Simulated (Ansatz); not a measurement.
Mulliken charges of difluoromethane, CH2F2 from PBE/def2-TZVPP in Ansatz (PBE0-D4/def2-TZVP geometry).

| atom | x (Å) | y (Å) | z (Å) | charge (e) |
| --- | --- | --- | --- | --- |
| F1 | -1.073 | 0.191 | 0.698 | -0.175 |
| C2 | 0.010 | -0.017 | -0.082 | 0.165 |
| F3 | 1.090 | -0.179 | 0.713 | -0.175 |
| H4 | -0.143 | -0.933 | -0.660 | 0.092 |
| H5 | 0.165 | 0.864 | -0.711 | 0.092 |

Problem. By hand: the dipole of these point charges (1 e Å = 4.8032 D).

Solution. Σ q r = (0.001, -0.011, -0.387) e Å, of length 0.387 e Å = 1.86 D.

Problem. How does the dipole of the full density compare? (Best estimate.)

Solution. Computed: (0.001, -0.010, -0.358) e Å, 1.72 D; the point charges give 1.08 times that, at 0° from its direction.

Point charges leave out the atoms' own dipoles, such as those of lone pairs, and Mulliken's split depends on the basis, so the close match here is no proof of good charges.
